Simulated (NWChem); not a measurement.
**Correlation energy of Li₂**

```xyz
2

Li     0.0000     0.0000     1.3936
Li     0.0000     0.0000    -1.3936
```
Charge 0, spin multiplicity 1.

Program: NWChem. Structure: optimised with PBE0/def2-SVP, a minimum by its harmonic frequencies.

Basis set: cc-pVTZ. Each correlation energy counts from its own Hartree-Fock reference.

The correlated methods freeze no orbitals. The structure started from a generated list of species. Coupled-cluster values serve here as a point of comparison, not as the truth.

**Question.** One of these methods gave a correlation energy of -58.9 mHa. Which?
A) MP2
B) CR-CCSD(T)
C) SCS-MP2

**Answer.** B, CR-CCSD(T). The others give -52.9 (SCS-MP2), -44.3 (MP2).
